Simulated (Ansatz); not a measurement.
Relative energies of C4H8Cl2 isomers

2 of its isomers, all singlets with charge 0: A = 1,4-dichlorobutane `ClCCCCCl`; B = 1,3-dichlorobutane `CC(Cl)CCCl`.

Shapes, held fixed at every level: PBE0-D4/def2-TZVP. Flexible molecules stand in one conformer, not always the lowest. Programs: Ansatz 0.2.0.

Enthalpies at 298 K in kJ/mol, with harmonic thermal terms from PBE0-D4/def2-TZVP. Measured gas-phase heats of formation: A CRC Handbook of Chemistry and Physics; B CRC Handbook of Chemistry and Physics.

```tsv
level	kind	B − A
HF/def2-TZVPP	Hartree–Fock	-6.3
r2SCAN-D4/def2-TZVPP	meta-GGA	-9.4
B3LYP-D4/def2-TZVPP	global hybrid	-8.0
BHLYP-D4/def2-TZVPP	global hybrid	-7.9
wB97X-V/def2-TZVPP	range-separated hybrid	-8.3
MP2/def2-TZVPP	perturbation theory	-11.3
CCSD(T)/def2-TZVPP	coupled cluster or CI	-9.7
CCSD(T)/CBS estimate	coupled cluster or CI	-9.9
measured	experiment	-11.6
```

Experiment puts B lowest of these. All levels agree on that. Absolute errors: MP2/def2-TZVPP 0.3; CCSD(T)/CBS estimate 1.7; CCSD(T)/def2-TZVPP 1.9; r2SCAN-D4/def2-TZVPP 2.2; wB97X-V/def2-TZVPP 3.3; B3LYP-D4/def2-TZVPP 3.6; BHLYP-D4/def2-TZVPP 3.7; HF/def2-TZVPP 5.3 kJ/mol. The CBS estimate extrapolates MP2 from def2-TZVPP and def2-QZVPP and adds CCSD(T) − MP2 in the triple-zeta set, cores frozen. Gaps this small can turn on the conformers taken.
